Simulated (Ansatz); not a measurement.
**Si2HO+ (triplet): the correlation ladder, cc-pVDZ**

Aim: climb from Hartree-Fock through coupled cluster and multireference methods for Si2HO+ (triplet) at one geometry and basis, and see what each rung misses.

Method: cc-pVDZ, core rule «outside noble gas», up to 11 orbitals frozen; program: Ansatz 0.2.0, Gaussian basis.

To be run: UHF; CCSD(T) on ROHF; CCSD(T) on UHF; BCCD(T) on ROHF; CISD; CCSDT(Q) on ROHF; CCSDT(Q) on UHF; CASSCF and NEVPT2, 10 electrons in 10 orbitals.

22 further runs of the same task are left out: 7 that didn't finish, 15 set aside as unsound or not needed.

### 1 What is computed

The geometry is a PBE0/def2-TZVP stationary point (not a proven minimum) of the parent state, kept for this charge and spin.

4 atoms, charge 1, spin multiplicity 3.

Atoms are counted from 1 here; the program's logs count them from 0.

Bond lengths: Si1–O2 1.618 Å, O2–Si3 1.672 Å, Si3–H4 1.536 Å. Angles: Si1–O2–Si3 174.1°, O2–Si3–H4 95.2°.

As a file:

```xyz
4
charge 1, multiplicity 3
Si    0.0000    0.0192    1.6628
O     0.0000    0.0469    0.0453
Si    0.0000   -0.0967   -1.6207
H     0.0000    1.4158   -1.8906
```

### 2 UHF

The input, in.yaml:

```yaml
crystal:
  periodic: [false, false, false]
  atoms:
    - {symbol: Si, position_ang: [0.000000, 0.019217, 1.662780]}
    - {symbol: O, position_ang: [0.000000, 0.046850, 0.045269]}
    - {symbol: Si, position_ang: [0.000000, -0.096716, -1.620718]}
    - {symbol: H, position_ang: [0.000000, 1.415798, -1.890609]}
basis:
  gaussian: {orbitals: cc-pVDZ}
total_charge: 1
magnetization: {spin_polarized: true, initial_magnetization: 2}
hamiltonian: {xc: hf}
output: {orbitals: {seedname: orbitals}}
```

On the command line:

```
$ ansatz run in.yaml --threads 1 --pin off --events-out ev --progress --plain --max-ram 2393MiB
```

After this run come: CCSD(T) on ROHF; CCSD(T) on UHF; BCCD(T) on ROHF; CISD; CCSDT(Q) on ROHF; CCSDT(Q) on UHF; CASSCF and NEVPT2, 10 electrons in 10 orbitals.

Before running them: what should the planned runs give, taken together? Wanted: UCCSDT(Q) below the RHF energy; RMP2 from UCCSDT(Q); UMP2 from UCCSDT(Q); RCCSD from UCCSDT(Q); RCCSD(T) from UCCSDT(Q); UCCSD(T) from UCCSDT(Q); RCCSDT(Q) from UCCSDT(Q); T1 diagnostic.

**Answer**, as computed:

```
                         quantity                      value
   UCCSDT(Q) below the RHF energy                 -9.4798 eV
              RMP2 from UCCSDT(Q)              +112.1 kJ/mol
              UMP2 from UCCSDT(Q)              +110.0 kJ/mol
             RCCSD from UCCSDT(Q)               +38.1 kJ/mol
          RCCSD(T) from UCCSDT(Q)                +7.7 kJ/mol
          UCCSD(T) from UCCSDT(Q)                +7.6 kJ/mol
         RCCSDT(Q) from UCCSDT(Q)                +1.2 kJ/mol
levels within 1 kcal/mol (43 meV)  RCCSDT, UCCSDT, RCCSDT(Q)
                    T1 diagnostic                      0.044
```

What this shows: RCCSD(T) misses by +7.7 kJ/mol, 0.8 % of the correlation energy. These misses are within one basis, not against nature; the frozen cores of restricted and unrestricted runs differ, which can shift their rows.
